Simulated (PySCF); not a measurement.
# Continuum solvent and chemical shifts

Mapped SMILES: `[CH3:1][CH2:2][S:3][CH3:4]`. Each H is labelled by its parent atom.

GIAO PBE0/pcSseg-1 in PySCF 2.14.0 with density-fitted response routines on one PBE0-D3(BJ)/def2-SVP conformer, non-relativistic, equivalent nuclei averaged. Solvents enter as an IEF-PCM continuum (benzene with ε = 2.3, methanol with ε = 32.6) around the gas-phase geometry. Shifts are referred to TMS, CS2 computed in the same medium.

Gas phase, δ in ppm: C2 32.5, C4 17.7, C1 15.3, S3 -45.3, H(C2) 2.22, H(C4) 1.90, H(C1) 1.16. Dipole moment 1.70 D.

Problem. How does each δ change in the continuum?

Solution. 
```
atoms                              environment  Δδ, benzene  Δδ, methanol
   C2                      sp3 CH2 bonded to S         +0.3          +0.5
   C4                methyl carbon bonded to S         +0.2          +0.1
   C1                            methyl carbon         +0.5          +1.0
   S3                           sulfide sulfur         -7.5         -17.7
H(C2)       hydrogen on an sp3 CH2 bonded to S        +0.06         +0.14
H(C4)  hydrogen on a methyl carbon bonded to S        +0.07         +0.14
H(C1)              hydrogen on a methyl carbon        +0.03         +0.05
```

Changes are relative to the gas phase. The dipole moment becomes 1.96 D in benzene, 2.32 D in methanol.

Problem. Which of the listed nuclei move most (in ppm), and what does the model miss?

Solution. S3 (sulfide sulfur, -17.7 ppm) in methanol. A continuum only polarises the solute; specific hydrogen bonds, the anisotropy of aromatic solvents and changes of geometry or conformer are outside it.
